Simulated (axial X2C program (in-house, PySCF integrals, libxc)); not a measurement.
**Potential curves of BN⁺, with spin–orbit coupling**

All values were computed with an in-house all-electron X2C program for linear molecules (integrals from PySCF). Two-component (2c) means X2C with spin–orbit coupling and atomic mean-field two-electron Coulomb and Gaunt terms. Basis: N dyall-av3z [7s7p3d2f], B dyall-v3z [7s6p2d1f] (cores contracted in-house); Gaussian nuclei, density fitting, unrestricted open shells. Masses: N 14.003 u, B 11.009 u.

State: Ω = 3/2 (⟨Sz⟩ = 1.50, ⟨Lz⟩ = 0.00 at HF). Energies in cm⁻¹ from the fragments at the same level (N + B+). Fits are polynomials in 1 − R0/R over 0.85 to 1.23 times the lowest point R0.

```json
{"R (Å)": "1.2502", "HF": "-1385", "PBE0": "-11332", "CCSD": ""}
{"R (Å)": "1.3077", "HF": "-4834", "PBE0": "-15172", "CCSD": "-5706"}
{"R (Å)": "1.3508", "HF": "-6181", "PBE0": "-16818", "CCSD": "-7463"}
{"R (Å)": "1.3939", "HF": "-6740", "PBE0": "-17663", "CCSD": "-8434"}
{"R (Å)": "1.4370", "HF": "-6714", "PBE0": "-17895", "CCSD": "-8815"}
{"R (Å)": "1.4873", "HF": "-6178", "PBE0": "-17595", "CCSD": "-8732"}
{"R (Å)": "1.5376", "HF": "-5334", "PBE0": "-16871", "CCSD": "-8289"}
{"R (Å)": "1.6023", "HF": "-4141", "PBE0": "-15572", "CCSD": "-7468"}
{"R (Å)": "1.6813", "HF": "-2984", "PBE0": "-13774", "CCSD": ""}
{"R (Å)": "1.7963", "HF": "", "PBE0": "-11288", "CCSD": ""}
```

Correlated methods: 7 electrons correlated (number of frozen shells: N 1 s; B 1 s), 177 virtual spin orbitals or spinors in MP2, 83 natural virtuals in coupled cluster.

The state is a single determinant with fixed occupations, the lowest that a limited PBE0 search found. De is counted from the lowest determinant-based energies of the atoms at the same level, without counterpoise correction. Density functionals use the spin component along the axis (collinear). CCSD ran in a truncated set of natural virtual spinors with an MP2 remainder; without triples it tends to underbind. PBE0 can misorder states that lie within some tenths of an eV, so this need not be the ground state of the molecule. The nearest other 2c determinant of the search, Ω = 1/2, lies 0.31 eV up at the distance of the search. With several unpaired electrons one determinant need not be a pure state. This is the top spin component of a Σ state; components of lower Ω are not single determinants and can lie lower. The stretched end of a curve changes character and is left out. Coupled cluster ran on the points near the minimum only. MP2 and coupled cluster on one determinant become unreliable at the stretched end.

(1) What are Re, ωe and De at the HF level?

(2) What are Re, ωe and De at the PBE0 level?

(3) Fit the CCSD curve near its minimum: give the equilibrium distance, the harmonic wavenumber and the well depth.

Results:

(1) At HF, 2c: Re = 1.413 Å, ωe ≈ 1220 cm⁻¹, De = 0.84 eV to N + B+; Be follows as 1.37 cm⁻¹.

(2) At PBE0, 2c: Re = 1.435 Å, ωe ≈ 1170 cm⁻¹, De = 2.22 eV to N + B+; Be follows as 1.33 cm⁻¹.

(3) At CCSD, 2c: Re = 1.453 Å, ωe ≈ 1040 cm⁻¹, De = 1.10 eV to N + B+; Be follows as 1.3 cm⁻¹.
